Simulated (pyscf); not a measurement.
Optimised with ωB97X-D3(BJ)/def2-SVP in PySCF.

Q: For the elementary gas-phase step hydrogen fluoride (HF) + H₂N–GeH(F)–F → F–GeH(F)–F + ammonia (NH₃) (singlet surface; F–H, Ge–N broken, F–Ge, H–N formed), what barrier and reaction energy does ωB97M-D3(BJ)/def2-TZVP give, measured from the separated reactants?

A: ΔE‡ = 0.0 kJ/mol, ΔE = -47.0 kJ/mol. Zero-point energy shifts the barrier by +5.0 kJ/mol. It is a four-centre exchange, with an imaginary mode of 746i cm⁻¹. On the reactant side the descent ends in a bound adduct, 37.1 kJ/mol under the separated species and 36.0 kJ/mol under the saddle at ωB97X-D3(BJ)/def2-TZVP. On the product side the descent ends in an adduct with a Ge–N contact, 51.8 kJ/mol under the separated species and 94.8 kJ/mol under the saddle at ωB97X-D3(BJ)/def2-TZVP. What is counted as broken (Ge–N) persists as a longer contact in the product adduct; parting that adduct is a step of its own. One saddle was located; it need not be the lowest between these sides. Elements up to Kr have no core potential and no relativistic terms here.
